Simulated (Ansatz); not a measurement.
# CH4O ··· SiH4

The pair of CH4O (SMILES CO, atoms 1–6) and SiH4 (SMILES [SiH4], atoms 7–11), both closed shells, in one local arrangement (a lower one may exist), relaxed at PBE0-D4/def2-TZVP:

```
11
angstrom
C -0.1063 0.0290 -1.7918
O -0.2564 -0.9740 -0.8104
H 0.9544 0.2773 -1.8333
H -0.6622 0.9403 -1.5411
H -0.4180 -0.3164 -2.7841
H -1.1837 -1.2160 -0.7578
Si 0.3338 0.2392 1.8846
H -0.7889 0.9912 1.2678
H 0.6200 0.8612 3.2080
H 1.5532 0.3444 1.0484
H -0.0457 -1.1762 2.1096
```

Computed with Ansatz 0.2.0 (basis: def2-TZVPPD, with def2-QZVPPD for the basis limit); correlated methods freeze the cores. B3LYP uses VWN-RPA correlation. Extrapolation: Hartree–Fock as exp(−7.88 √X), correlation as X^−2.97. Interaction energies count from these two fragments, frozen as in the pair, with the counterpoise correction; negative means bound.

(1) What is the interaction energy by CCSD(T) at an estimated basis limit (MP2 extrapolated from triple and quadruple zeta, plus CCSD(T) − MP2 in triple zeta)? (An estimate is asked for; the value comes from the calculation.)

(2) Which atoms make the shortest contact between the fragments?

The T1 diagnostic stays at or below 0.011.

Answers

(1) The calculation gives: -10.2 kJ/mol. Hartree–Fock alone gives 0.9 kJ/mol at the basis limit, so without correlation the pair would not bind at this distance. It counts from the two fragments frozen as in the pair.

The same quantity by other methods in triple zeta, and each one's difference from that estimate:
```
   method  E_int (kJ/mol)  difference
   PBE-D4           -10.5        -0.3
revPBE-D4            -9.4         0.8
  BLYP-D4            -9.0         1.1
r2SCAN-D4           -10.5        -0.3
   B97M-V           -10.9        -0.8
  PBE0-D4           -10.1         0.1
 B3LYP-D4            -9.7         0.5
 HSE06-D4            -9.9         0.3
  wB97X-V           -10.1         0.0
  wB97M-V           -11.0        -0.9
   B2PLYP            -4.7         5.5
       HF             1.0        11.2
      MP2            -8.8         1.4
     CCSD            -7.2         2.9
  CCSD(T)            -8.7         1.5
```
Differences are method less estimate.

(2) H4 and H8, 2.81 Å apart.

Basis-set superposition shift (counterpoise-corrected less uncorrected): CCSD(T) 1.9; MP2 1.9; HF 0.2; PBE0-D4 0.2; wB97M-V 0.3 kJ/mol.

For scale, one of the runs: CCSD(T)/def2-TZVPPD, 261 basis functions, launched by `ansatz run in.yaml --threads 4 --pin off --events-out ev --progress --plain --max-ram 9574MiB`. The run took 56 s on 4 CPU threads of an Intel Xeon Platinum 8259CL (shared host), with 6.1 GiB of host memory at its peak.
